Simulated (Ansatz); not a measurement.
# Si₂HCl (SMILES [SiH]#[Si]Cl): functionals against CCSD(T) at one geometry

The atoms stand at a frame of a short trajectory. How far do the functionals agree with CCSD(T) there?

Program: Ansatz 0.2.0, Gaussian basis. Level of theory: single points in def2-TZVPP. These are calculated values, not measurements.

Cores are frozen in the correlated methods.

## 1. Starting geometry

SMILES `[SiH]#[Si]Cl`, 4 atoms, charge 0, spin multiplicity 1.

Atoms are counted from 1 here; the program's logs count them from 0.

Bond lengths: Si1–Si2 2.250 Å, Si1–H4 1.497 Å, Si2–Cl3 2.127 Å. Angles: Si2–Si1–H4 161.6°, Si1–Si2–Cl3 88.1°.

Geometry (Å):

```
Si   -0.5911    0.1361   -0.6691
Si    0.6237   -1.4299    0.3961
Cl    1.3893    0.1138    1.6428
H    -1.6412    0.7880   -1.5136
```

## 2. PBE-D4/def2-TZVPP

Input file run/in.yaml:

```yaml
crystal:
  periodic: [false, false, false]
  atoms:
    - {symbol: Si, position_ang: [-0.591144, 0.136097, -0.669055]}
    - {symbol: Si, position_ang: [0.623687, -1.429891, 0.396119]}
    - {symbol: Cl, position_ang: [1.389287, 0.113772, 1.642823]}
    - {symbol: H, position_ang: [-1.641179, 0.787967, -1.513618]}
basis:
  gaussian: {orbitals: def2-TZVPP}
hamiltonian: {xc: pbe, dispersion: d4}
output: {forces: true}
```

Command:

```sh
ansatz run in.yaml --threads 2 --pin off --events-out ev --progress --plain --max-ram 3481MiB
```

## 3. r2SCAN-D4/def2-TZVPP

run/in.yaml: that of step 2 with these lines changed.

```diff
@@ -9,3 +9,3 @@
   gaussian: {orbitals: def2-TZVPP}
-hamiltonian: {xc: pbe, dispersion: d4}
+hamiltonian: {xc: r2scan, dispersion: d4}
 output: {forces: true}
```

## 4. PBE0-D4/def2-TZVPP

run/in.yaml: that of step 3 with these lines changed.

```diff
@@ -9,3 +9,3 @@
   gaussian: {orbitals: def2-TZVPP}
-hamiltonian: {xc: r2scan, dispersion: d4}
-output: {forces: true}
+hamiltonian: {xc: pbe0, dispersion: d4}
+output: {forces: true, orbitals: {seedname: orbitals}}
```

## 5. wB97M-V/def2-TZVPP

run/in.yaml: that of step 4 with these lines changed.

```diff
@@ -9,3 +9,3 @@
   gaussian: {orbitals: def2-TZVPP}
-hamiltonian: {xc: pbe0, dispersion: d4}
-output: {forces: true, orbitals: {seedname: orbitals}}
+hamiltonian: {xc: {name: wB97M-V}}
+output: {forces: true}
```

## 6. CCSD(T)/def2-TZVPP

run/in.yaml: that of step 5 with these lines changed.

```diff
@@ -9,3 +9,3 @@
   gaussian: {orbitals: def2-TZVPP}
-hamiltonian: {xc: {name: wB97M-V}}
+correlation: {method: ccsd_t}
 output: {forces: true}
```

(Steps that only read results are left out.)

Q: Predict the outcome of this session. Wanted: energy less free atoms, CCSD(T)/def2-TZVPP; RMS force component; RMS force error; HOMO and LUMO, PBE0-D4; T1 diagnostic.

The runs gave:

| quantity | value |
| --- | --- |
| energy less free atoms, CCSD(T)/def2-TZVPP | -8.782 eV |
| RMS force component | 0.341 to 0.437 eV/Å over the methods |
| RMS force error | PBE-D4 0.177, r2SCAN-D4 0.154, PBE0-D4 0.164, wB97M-V 0.125 eV/Å |
| HOMO and LUMO, PBE0-D4 | -5.77 and -3.72 eV |
| T1 diagnostic | 0.031 |

In words: Against CCSD(T) the functionals' energies less atoms differ by -0.858 to -0.433 eV, PBE-D4 by -0.858 eV. CCSD(T) in triple zeta still lacks some correlation energy of the bonds, so part of these gaps is its own basis error and they don't rank the functionals. On forces the order runs from wB97M-V to PBE-D4. Frozen-core CCSD(T) forces in triple zeta carry basis errors of their own, and this is one geometry, so small gaps rank nothing. The T1 diagnostic is large here, over the usual mark for main-group molecules (transition-metal compounds often pass it harmlessly), so CCSD(T) itself may be off. The restricted Hartree–Fock reference is unstable towards an unrestricted one at one or more of these structures.
